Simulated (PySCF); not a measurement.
CF2, singlet: computed properties

Level of theory: B3LYP/[C def2-TZVP, F def2-TZVP], no relativity, density fitting, PySCF.

The structure is a higher-order saddle point with 3 imaginary modes.

```xyz
3
charge 0 multiplicity 1, angstrom
C     0.0000    0.0000    0.0000
F     0.0000    0.0000    1.5250
F     0.0000    0.0000   -1.5250
```

```
Point group                                                                   : D∞h
Bond lengths                                                                  : C–F 1.525 Å (×2)
Bond angles                                                                   : F–C–F 180.0°
Principal polarisabilities                                                    : 14.4, 14.4, 34.3 bohr³
Dipole moment                                                                 : 0.00 D
Zero-point energy (real modes)                                                : 3.3 kJ/mol
Lowest empty level                                                            : -4.95 eV
Rotational constants                                                          : 0.1908 cm⁻¹
Principal quadrupole moments (Buckingham, traceless) about the centre of mass : -5.25, 2.62, 2.62 D Å
Atomisation energy without zero-point energy                                  : 580 kJ/mol
Highest occupied level                                                        : -7.91 eV
```

Harmonic modes (masses in u: C 12.000, F 18.998):
```tsv
symmetry	ω (cm⁻¹)	IR (km/mol, summed over degenerate members)	μ (u)
πu	903i	–	13.16
σu+	628i	–	13.16
σg+	555	0.0	19.00
```

In D∞h the vibrations span πu + σu+ + σg+. The σg+ mode carries no infrared intensity, as symmetry demands. With a centre of inversion only u modes can be infrared active and only g modes Raman active.

Charges (e):
| atom | Mulliken | Löwdin | polar tensor | Mayer order to C1 |
| --- | --- | --- | --- | --- |
| C1 | 0.32 | 0.03 | 0.89 | – |
| F2,3 | -0.16 | -0.02 | -0.44 | 1.06 |

Mulliken populations on C1: s 4.15, p 1.36, d 0.17, f 0.01.

Other isomers or separated fragments may lie lower. At this level a singlet minimum of C2v symmetry lies 489 kJ/mol below this structure.

The final relaxation and frequency run took 7.7 s on 2 threads of a shared Arm Neoverse V2 host, with 93 basis functions and 6 gradients; the process peaked at 0.85 GiB. Launch command: `OMP_NUM_THREADS=2 python axn.py task.json out`.
